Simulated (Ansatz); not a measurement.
# Structure relaxation of Sr2NbH4

These are results of DFT PBE, scalar-relativistic, plane waves, PAW in Ansatz 0.2.0, not measurements. Cutoff 420 eV, Γ-centred k mesh, Gaussian smearing, no spin polarisation in the final step.

The start is a random cell of Sr2NbH4 with space group Fmmm (No. 69), drawn with lower limits on the distances.

```
CELL_PARAMETERS angstrom
0.00000 4.01632 4.24980
3.45807 0.00000 4.24980
3.45807 4.01632 0.00000
ATOMIC_POSITIONS crystal
Sr 0.50000 0.50000 0.00000
Sr 0.00000 0.00000 0.50000
Nb 0.50000 0.50000 0.50000
H 0.75899 0.57434 0.42566
H 0.42566 0.24101 0.75899
H 0.57434 0.75899 0.24101
H 0.24101 0.42566 0.57434
```

Cell and atoms relax at zero pressure; the relaxation can't lower the symmetry of the start. After a coarse first stage the cell is made exact in the group found at 0.06 Å.

The zero of energy is the elements' standard structures at the same level (H₂ as a molecule); no fitted shifts are applied.

Problem. Which crystal results?

Solution. It keeps Fmmm (No. 69). Conventional cell: a = 6.591 Å, b = 7.385 Å, c = 10.067 Å. Sr has 4 H at 2.54 Å and 4 H at 2.89 Å (next Nb at 3.12 Å); Nb has 4 H at 1.96 Å; H has 1 Nb at 1.96 Å (next H at 2.26 Å).

```
Sr Nb H
1.0
     0.00000    3.69270    5.03335
     3.29535    0.00000    5.03335
     3.29535    3.69270    0.00000
Sr Nb H
2 1 4
Cartesian
  3.2953 1.8464 2.5167
  0.0000 1.8464 2.5167
  3.2953 3.6927 5.0333
  4.6483 3.6927 3.6087
  1.9424 3.6927 3.6087
  4.6483 3.6927 6.4580
  1.9424 3.6927 6.4580
```

Problem. What are its volume, energy, density and gap?

Solution. The volume per atom is 17.50 Å³. The density is 3.69 g/cm³. The energy over the elements is 0.21 eV/atom and the gap on the 8×8×8 mesh is 0 eV (a metal).

The final run used a 8×8×8 mesh on its 7-atom cell and 0.10 eV smearing. For metals, differences of a few meV/atom aren't resolved. A structure relaxed within its symmetry needn't be a true minimum.

Cost: 2 runs of about 2.4 core-minutes in all, on Arm Neoverse V1 (shared hosts).